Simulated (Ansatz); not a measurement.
Basis-set extrapolation for F₂H₂Si, SMILES `F[SiH2]F` (PBE0-D4/def2-TZVP geometry, frozen core, the Gaussian-basis code of Ansatz). Multiplicity 1, RHF reference.

```json
{"": "HF", "def2-TZVPP": "-489.214572", "def2-QZVPP": "-489.234212"}
{"": "MP2 correlation", "def2-TZVPP": "-0.622948", "def2-QZVPP": "-0.681910"}
{"": "CCSD(T) correlation", "def2-TZVPP": "-0.654353", "def2-QZVPP": "-0.711626"}
```

Energies in hartree. Use E(X) = E(∞) + A·exp(−7.88·√X) for Hartree–Fock and E(X) = E(∞) + B·X^(−2.97) for correlation, with X = 3 and 4.

Task: What is the CCSD(T) energy at the basis-set limit?

Result: HF limit: -489.234212 + (-0.019640) × 0.13774 = -489.23692. Correlation limit: -0.711626 + (-0.057273) × 0.74074 = -0.75405. Total: -489.99097 hartree, 76.6 kcal/mol below CCSD(T)/def2-TZVPP.
